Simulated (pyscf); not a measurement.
This saddle point was located with ωB97X-D3(BJ)/def2-SVP in PySCF.

```
In
H 1 1.7039
H 1 1.7039 2 137.90
F 1 2.1857 2 107.74 3 -146.17
H 4 1.2109 1 67.24 2 -101.53
H 5 1.0033 4 153.47 1 0.00
```

Surface: singlet, charge 0. Lowest wavenumbers (cm⁻¹): 1032i, 359, 455, 490, 607.

Q: What reaction is this the transition state of?

A: `[InH3]` + `[FH]` ⇌ `[F][InH2]` + `[H][H]`, a four-centre exchange read from left to right: H–In, F–H broken and F–In, H–H formed. At ωB97M-D3(BJ)/def2-TZVP it lies +0.15 eV from the left side and +0.79 eV from the right (each side as separated species at their lowest minima found). On the reactant side the descent ends in an adduct with a F–In contact, 0.31 eV under the separated species and 0.40 eV under the saddle at ωB97X-D3(BJ)/def2-TZVP. What is counted as formed (F–In) is already present as a longer contact in the reactant adduct; forming that adduct is a step of its own. At the saddle there is also a short H–In contact that neither side keeps. One saddle was located; it need not be the lowest between these sides. Elements past Kr carry the def2 core potentials, without spin-orbit coupling.
